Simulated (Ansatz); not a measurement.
`C=C=C(F)Cl` + H₂ → `C=C=CF` + HCl at 600 K and 1 bar (hydrogenolysis of a C–Cl bond).

Computed with Ansatz on PBE0-D4/def2-TZVP structures; ΔE is electronic, products minus reactants. CCSD(T)/CBS is the MP2 limit (def2-TZVPP, def2-QZVPP) plus CCSD(T) − MP2 in def2-TZVPP, frozen cores. This one scheme is used for every species.

```csv
species,CCSD(T)/CBS energy (Eh),H − E (kJ/mol),S (J/(mol·K))
`C=C=C(F)Cl`,-674.83932,149.2,373.7
H₂,-1.17544,43.9,150.8
`C=C=CF`,-215.66729,166.5,333.7
HCl,-460.38127,35.4,207.2
```

H − E and S are ideal-gas, rigid-rotor, harmonic terms from PBE0-D4/def2-TZVP. The MP2-based limit puts H₂ 0.8 mEh under its directly extrapolated value; such offsets cancel only in part. 1 Eh = 2625.50 kJ/mol, R = 8.31446 J/(mol·K).

Task: By hand: ΔE, ΔH, ΔS and ΔG.

Result: ΔE = (-215.66729) + (-460.38127) − (-674.83932) − (-1.17544) = -0.03380 Eh = -88.7 kJ/mol. Δ(H − E) = 166.5 + 35.4 − 149.2 − 43.9 = 8.8, so ΔH = -79.9 kJ/mol. ΔS = 333.7 + 207.2 − 373.7 − 150.8 = 16.4 J/(mol·K). ΔG = -79.9 − 600 × (16.4)/1000 = -89.7 kJ/mol.

Task: By hand: the equilibrium constant, and the temperature at which ΔG would vanish if ΔH and ΔS stayed fixed.

Result: log₁₀ K = −ΔG/(RT ln 10) = 7.8. ΔH and −TΔS have one sign here, so there is no such temperature.

ΔH outweighs TΔS. A doubt of 5 kJ/mol in ΔE shifts log₁₀ K by 0.4 here. These are equilibria of isolated gas molecules and say nothing of rates. Largest T1 diagnostic: 0.013 (customary marks: 0.02 for closed shells, 0.045 for open ones).
